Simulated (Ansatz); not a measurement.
Black phosphorus, treated with r²SCAN (PAW; Ansatz, a first-principles code).

Settings: plane-wave cutoff 600 eV, 12×12×8 k mesh (along the axes of the cell as run), scalar-relativistic PAW data made under PBE.

Cell (relaxed at this level):

```cif
data_P4
_chemical_formula_sum 'P4'
_space_group_name_H-M_alt 'P 1'
_space_group_IT_number 1
_cell_length_a 5.75104
_cell_length_b 5.75104
_cell_length_c 4.55530
_cell_angle_alpha 90.000
_cell_angle_beta 90.000
_cell_angle_gamma 146.660
loop_
_space_group_symop_operation_xyz
  'x, y, z'
loop_
_atom_site_label
_atom_site_type_symbol
_atom_site_fract_x
_atom_site_fract_y
_atom_site_fract_z
_atom_site_occupancy
P1 P 0.09544 0.90456 0.91154 1
P2 P 0.40456 0.59544 0.41154 1
P3 P 0.59544 0.40456 0.58846 1
P4 P 0.90456 0.09544 0.08846 1
```

Task: What does this level give for the Voigt–Reuss–Hill bulk modulus, elastic constant C11, elastic constant C13, elastic constant C44, elastic constant C12, elastic constant C33 and elastic constant C66?

Result: 
- Voigt–Reuss–Hill bulk modulus: 28.7 GPa
- elastic constant C11: 204 GPa
- elastic constant C13: 36.4 GPa
- elastic constant C44: 0.86 GPa
- elastic constant C12: 3.12 GPa
- elastic constant C33: 56.4 GPa
- elastic constant C66: 10.8 GPa

Measured, for comparison: elastic constant C11 193 GPa, elastic constant C13 50 GPa, elastic constant C44 7 GPa, elastic constant C12 3 GPa, elastic constant C33 61 GPa, elastic constant C66 27 GPa (temperature not stated, no zero-point or thermal correction, axes: 1 zigzag (a = 3.32 Å), 2 across the layers (b), 3 armchair (c); as tabulated in Pogna et al. (2022), arXiv:2206.03736). Computed (rounded) less measured: elastic constant C11 +6 % (against room or unstated temperature, where such soft solids are markedly softer), elastic constant C13 -27 % (against room or unstated temperature, where such soft solids are markedly softer), elastic constant C44 -88 % (against room or unstated temperature, where such soft solids are markedly softer), elastic constant C12 +4 % (against room or unstated temperature, where such soft solids are markedly softer), elastic constant C33 -8 % (against room or unstated temperature, where such soft solids are markedly softer), elastic constant C66 -60 % (against room or unstated temperature, where such soft solids are markedly softer). A static lattice is as a rule a little smaller and stiffer than an uncorrected measurement, which narrows the difference in the elastic constant C11, elastic constant C12 and would widen misses of the other sign.

Note: the cell comes from a level without a dispersion term, which matters for the spacing of layers, chains or molecules.

Elastic constants are with the ions relaxed.

Computed values are for the static lattice.
